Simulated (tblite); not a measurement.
# CH6BrN: the cost of one run

Computed with tblite 0.8.0 and PySCF 2.14.0; each step states its level. No surroundings beyond the atoms listed, unless a continuum is named. Atoms count from 0, parts from 1.

### 1 The system as given

9 atoms, charge 0, multiplicity 1; geometry: rigid parts in contact. Parts: 1 = atoms 0–1, `Br`, charge 0; 2 = atoms 2–8, `CN`, charge 0.

### 2 Bringing the parts together with GFN2-xTB

The job: settings as JSON, then the geometry in Å.

```
{"job": {"kind": "dock", "xc": "GFN2-xTB", "basis": "xTB"}, "charge": 0, "multiplicity": 1, "parts": [{"atoms": "0-1", "charge": 0, "multiplicity": 1}, {"atoms": "2-8", "charge": 0, "multiplicity": 1}]}
Br     0.700616     0.003133     0.014105
H     -0.700616    -0.003133    -0.014105
C     -3.066394    -3.160032    -0.181049
N     -2.158414    -2.209470    -0.798724
H     -2.604941    -3.797522     0.587201
H     -3.886007    -2.608560     0.278345
H     -3.477707    -3.802774    -0.958613
H     -1.386291    -2.697498    -1.240770
H     -1.767300    -1.590647    -0.095861
```

Level: GFN2-xTB search for minima from random contacts, gas phase.

Started as:

```bash
$ OMP_NUM_THREADS=1 python cluster_run.py task.json out
```

This one command runs all jobs of the session in turn.

**Question.** How long does this first job take on 1 thread of AMD EPYC 9R45, shared host?

About 2.6 s.
